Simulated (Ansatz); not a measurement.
System: hcp Sc. Method: PBE-D3(BJ) in Ansatz (PAW).

Settings: plane-wave cutoff 520 eV, 18×18×10 k mesh (along the axes of the cell as run), Fermi–Dirac smearing 0.05 eV, scalar-relativistic PAW data made under PBE.

Shape and atoms are relaxed at each volume.

Pressure at four volumes; x = ln(V/23.474 Å³). One pressure is withheld.

```tsv
V (Å³/atom)	x	P (GPa)
22.535	-0.0408	2.50
23.474	0.0000	0.00
23.944	0.0198	-1.10
24.413	0.0392	?
```

Q: Pass a parabola P(x) through the three rows shown, estimate the bulk modulus and its pressure derivative near zero pressure, and predict the withheld pressure.

A: Slopes between the rows: (0.00 − (2.50))/(0.0000 − (-0.0408)) = -61.27 and (-1.10 − (0.00))/(0.0198 − (0.0000)) = -55.56 GPa. Their difference over the span 0.0606 is c = 5.71/0.0606 = 94.2 GPa, so P(x) = 2.50 + (-61.27)(x − (-0.0408)) + 94.2 (x − (-0.0408))(x − (0.0000)). At the middle row B = −dP/dx = −[-61.27 + 94.2 × 0.0408] = 57.4 GPa, and B′ = dB/dP = 2c/B = 3.3. At x = 0.0392 the parabola gives -2.11 GPa; the run gives -2.11 GPa. The Birch–Murnaghan fit to the energies at all volumes has B0 = 57.5 GPa and B′ = 3.3.

Measured, for comparison: bulk modulus 55.6 GPa (zero-point energy and finite temperature contributions removed, our sources range from 44.5 to 55.6; as tabulated in doi:10.1021/acs.jctc.3c00612). Computed (rounded) less measured: bulk modulus not scored (sources differ).

Note: the bulk modulus comes from volumes at which shape and atoms were relaxed.

Ansatz is a first-principles code.
